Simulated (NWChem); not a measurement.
# pyrrole (C$_{4}$H$_{5}$N); SMILES c1cc[nH]c1

Results from NWChem. Pople sets run with spherical d functions. Medium grid unless said otherwise, to which SCAN and Minnesota functionals are sensitive. All runs use the structure optimised with PBE0/def2-SVP.

Order these by “orbital gap (eV)”, lowest first: BP86/6-31G*; MN15-L/6-31G*; B3LYP/6-31G*; LC-wPBE (HJS exchange hole, range parameter 0.4 per bohr)/6-31G*.

BP86/6-31G* (5.29), MN15-L/6-31G* (6.00), B3LYP/6-31G* (6.91), LC-wPBE (HJS exchange hole, range parameter 0.4 per bohr)/6-31G* (12.33)
